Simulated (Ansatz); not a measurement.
GaH₂⁻, triplet: reading a ladder of total energies

Geometry: a PBE0/def2-TZVPD stationary point for this spin, not checked as a minimum.

```json
{"atom": "Ga", "x (Å)": "0.0000", "y (Å)": "-0.0224", "z (Å)": "0.0000"}
{"atom": "H", "x (Å)": "0.0000", "y (Å)": "0.7758", "z (Å)": "-1.3990"}
{"atom": "H", "x (Å)": "0.0000", "y (Å)": "0.7758", "z (Å)": "1.3990"}
```

Basis aug-cc-pVDZ; Ansatz 0.2.0. Correlated methods freeze the noble-gas cores and the filled d shells of p-block atoms, which leaves 6 electrons in 40 orbitals. Prefix R: restricted or restricted open-shell reference; prefix U: unrestricted. No spin–orbit coupling is included, and no scalar relativity.

Full CI isn't at hand for all of this; UCCSDT(Q) serves as the reference, and is uncertain by the last step of the cluster series or more.

UCCSD has a T1 diagnostic of 0.018 and a largest doubles amplitude of 0.04.

Runs differ by some tens of microhartree through their thresholds and, for an open shell, their frozen cores, so steps under 0.03 kcal/mol mean nothing.

Here the R and U totals at CCSDT(Q) differ by 0.18 kcal/mol, a measure of how far such totals hang on the determinant and its frozen core.

```tsv
level	total energy (hartree)
UHF	-1924.326847
UMP2	-1924.395693
UCCSD	-1924.416923
UCCSD(T)	-1924.419063
UCCSDT	-1924.419772
UCCSDT(Q)	-1924.419824
```

Task: What is the correlation energy at UCCSDT(Q), and what share of it do UMP2 and UCCSD(T) recover?

Result: E(corr) = -1924.419824 − (-1924.326847) = -0.092977 hartree = -2.530 eV. UMP2: -0.068846 / -0.092977 = 74.05 %. UCCSD(T): -0.092216 / -0.092977 = 99.18 %.

Task: By how many kcal/mol does UCCSD(T) miss UCCSDT(Q) (1 hartree = 627.509 kcal/mol), and which steps make up the rest?

Result: -1924.419063 − (-1924.419824) = 0.000761 hartree = 0.48 kcal/mol. Steps: UCCSDT − UCCSD(T) = -0.44, UCCSDT(Q) − UCCSDT = -0.03 kcal/mol. That is within 1 kcal/mol of the reference in this basis, which itself misses far more of the correlation at the basis-set limit.
